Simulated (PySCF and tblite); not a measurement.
The numbers below are computed, except where a source is named.
System: C₄H₆Cl (charge +1), numbered as in [CH3:1][CH+:2]/[CH:3]=[CH:4]/[Cl:5].

Geometries: PBE0-D3(BJ)/def2-SVP; energies: PBE0/pcSseg-1 + D3(BJ); zero-point and thermal terms from GFN2-xTB harmonic modes (soft modes blended into free rotors). Rates follow Eyring's equation with the number of equivalent paths and no tunnelling. (PySCF 2.14 with density fitting, tblite 0.8.)

The ion is treated without a counter-ion.

(1) How high is the barrier to the rotation about the C3–C2 bond (torsion C4–C3–C2–C1 from 180° to 360°, rising), through which structure does it pass, and what rate follows at 298 K?

Results:

(1) The electronic barrier is 34.6 kcal/mol and ΔG‡(298 K) 32.2 kcal/mol, over a C1 saddle with an imaginary mode of 902i cm⁻¹ (GFN2-xTB). With 2 equivalent paths, k is 3.1×10⁻¹¹ s⁻¹, a mean lifetime of the start of 1000 years against this motion. The end lies 2.9 kcal/mol above the start in free energy.
